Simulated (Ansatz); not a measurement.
## Worked example: correlation energy of GeH$_{2}$, quintet

Geometry: that of the GeH2, triplet, kept fixed. The singlet lies 8.1 eV lower here.

```xyz
3

Ge    0.0000   -0.0208    0.0000
H     0.0000    0.7490   -1.3344
H     0.0000    0.7490    1.3344
```

Basis cc-pVDZ; Ansatz 0.2.0. Correlated methods freeze the noble-gas cores and the filled d shells of p-block atoms, which leaves 6 electrons in 23 orbitals. R marks a restricted (for open shells ROHF) determinant. No spin–orbit coupling is included, and no scalar relativity.

Full CI is exact within this basis and frozen core; it isn't the basis-set limit.

Runs differ by some tens of microhartree through their thresholds and, for an open shell, their frozen cores, so steps under 0.03 kcal/mol mean nothing.

| level | total energy (hartree) |
| --- | --- |
| RHF | -2076.153451 |
| RMP2 | -2076.216742 |
| RCCSD | -2076.235322 |
| RCCSD(T) | -2076.237368 |
| RCCSDT | -2076.237960 |
| RCCSDT(Q) | -2076.238052 |
| RCCSDTQ | -2076.238076 |
| full CI | -2076.238033 |

What is the correlation energy at full CI, and what share of it do RMP2 and RCCSD(T) recover?

E(corr) = -2076.238033 − (-2076.153451) = -0.084582 hartree = -2.302 eV. RMP2: -0.063291 / -0.084582 = 74.83 %. RCCSD(T): -0.083917 / -0.084582 = 99.21 %.

By how many kcal/mol does RCCSD(T) miss full CI (1 hartree = 627.509 kcal/mol), and which steps make up the rest?

-2076.237368 − (-2076.238033) = 0.000665 hartree = 0.42 kcal/mol. Steps: RCCSDT − RCCSD(T) = -0.37, RCCSDT(Q) − RCCSDT = -0.06, RCCSDTQ − RCCSDT(Q) = -0.02, full CI − RCCSDTQ = 0.03 kcal/mol. That is within 1 kcal/mol of the reference in this basis, which itself misses far more of the correlation at the basis-set limit.
